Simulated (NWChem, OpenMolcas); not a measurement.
SiH2: a line through the functionals

The species is SiH2 (3 atoms), meant as a singlet with charge 0. As SMILES, `[SiH2]`. The shape is that of a PBE0-D4/def2-TZVP optimisation.

The HOMO–LUMO gap y, in eV, basis aug-cc-pVTZ; a is the functional's share of exact exchange. Programs: NWChem 7.3.0, OpenMolcas 26.06.

| functional | program | a | y (eV) |
| --- | --- | --- | --- |
| BLYP | OpenMolcas | 0 | 1.84 |
| revPBE | OpenMolcas | 0 | 1.86 |
| B3LYP | NWChem | 0.2 | 3.38 |
| PBE0 | NWChem | 0.25 | ? |
| BHLYP | OpenMolcas | 0.5 | 5.65 |

Fit y = c + s·a to the known rows and predict PBE0.


1. Means of the 4 rows: a = 0.1750, y = 3.183.
2. Σ(Δa)² = 0.1675, Σ(Δa·Δy) = 1.2732, so the slope is 1.2732/0.1675 = 7.6012.
3. Intercept: 3.183 − (7.6012) × 0.1750 = 1.853. The largest residual of the fit is 0.012.
4. PBE0: 1.853 + (7.6012) × 0.25 = 3.75 eV.

The run gave 3.75 eV, so the prediction is off by 0.00 eV: they agree to the digits shown. Exact exchange lowers occupied levels and raises empty ones. The rows mix families of semi-local functionals, which the line can't see.
